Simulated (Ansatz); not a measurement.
Elastic constant C11 (GPa) of solids drawn from the class of oxides, at two levels: PBE (Ansatz, a first-principles code, PAW), and HSE06 (Ansatz, PAW).

```tsv
solid	PBE	HSE06
cubic perovskite BaHfO₃	309	338
cubic perovskite KTaO₃	414	466
rock-salt MgO	267	306
cubic perovskite BaZrO₃	291	321
rutile TiO₂	257	?
stishovite (SiO2)	387	455
rock-salt SrO	160	175
anatase TiO₂ (metastable phase)	320	372
rock-salt CaO	201	221
rock-salt BaO	115	126
```

Question: Estimate the withheld HSE06 value from the other rows.

Answer: One way: carry over the typical ratio. The ratios HSE06 / PBE of the other rows, in order: 1.094, 1.094, 1.096, 1.100, 1.103, 1.126, 1.146, 1.163, 1.176; median 1.103. Rutile TiO₂: 257 × 1.103 = 283 GPa; the run gives 302 GPa. The ratios spread from 1.094 to 1.176, so such an estimate is rough.

Over all 10 rows HSE06 is the larger in 10.

Ansatz's runs of these crystals have no spin polarisation.

Spin–orbit coupling is left out, also for the solids with elements from indium on (cubic perovskite BaHfO3, cubic perovskite KTaO3, cubic perovskite BaZrO3, rock-salt BaO); its size isn't shown.

Each level is taken at its own relaxed cell. Ansatz's density-functional and Hartree–Fock values are scalar-relativistic unless marked +SOC, with PAW data made under PBE.
